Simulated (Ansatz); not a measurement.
A run on CH$_{5}$FN$_{2}$S, SMILES `NC(N)(F)S` with other settings.

```yaml
crystal:
  periodic: [false, false, false]
  atoms:
    - {symbol: N, position_ang: [-0.486714, 1.157841, 0.207541]}
    - {symbol: C, position_ang: [-0.028772, -0.085606, -0.264608]}
    - {symbol: N, position_ang: [0.097994, -1.013164, 0.785331]}
    - {symbol: F, position_ang: [-0.905200, -0.590076, -1.273176]}
    - {symbol: S, position_ang: [1.527747, 0.084411, -1.200946]}
    - {symbol: H, position_ang: [-1.354537, 1.066093, 0.722769]}
    - {symbol: H, position_ang: [-0.611279, 1.805584, -0.557594]}
    - {symbol: H, position_ang: [-0.767750, -1.113857, 1.302392]}
    - {symbol: H, position_ang: [0.390860, -1.913191, 0.432203]}
    - {symbol: H, position_ang: [2.220750, 0.550764, -0.150913]}
basis:
  gaussian: {orbitals: x2c-TZVPPall}
total_charge: -1
magnetization: {spin_polarized: true, initial_magnetization: 1}
hamiltonian: {xc: {name: HF}}
correlation: {active_space: {window: {electrons: 6, orbitals: 2}}}
output: {forces: true}
```

```sh
$ ansatz run in.yaml --threads 4 --pin off --events-out ev --progress --plain --max-ram 10444MiB
```

It prints (some lines left out):

```
Error: invalid value for `correlation.active_space`: it starts from restricted Hartree–Fock orbitals; set hamiltonian.xc: hf without magnetization.spin_polarized
```
